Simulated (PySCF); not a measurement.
# Neon: a sound run and one with changed settings

Sound run: Ne [Ne], Ne⁺ [He] 2s2 2p5. Computed with PySCF 2.14 in def2-TZVP, with no relativity, point nucleus. The sound run starts from symmetry-adapted Hartree-Fock orbitals and uses a fine grid where one is needed.

A second run was set up differently.

```csv
species,method,sound run (hartree),changed run (hartree),converged
Ne,UHF,-128.54149,-128.54149,yes
Ne,B3LYP,-128.97303,-128.97303,yes
Ne,MN15,-128.88743,-128.88743,yes
Ne⁺,UHF,-127.81851,-127.81851,yes
Ne⁺,B3LYP,-128.17623,-128.17568,yes
Ne⁺,MN15,-128.09171,-128.08723,yes
```

Ionisation energy of Ne:

```tsv
method	sound run (eV)	changed run (eV)
UHF	19.673	19.673
B3LYP	21.682	21.697
MN15	21.653	21.775
```

What was changed?
A. level shift left on
B. angular grid far too coarse
C. minimal basis
D. basis contracted for another Hamiltonian

B. It used 26 angular points. A coarse angular grid integrates products of high-l functions wrongly, so density functionals can shift, and the SCF can exploit the error; Hartree-Fock and MP2 need no grid.
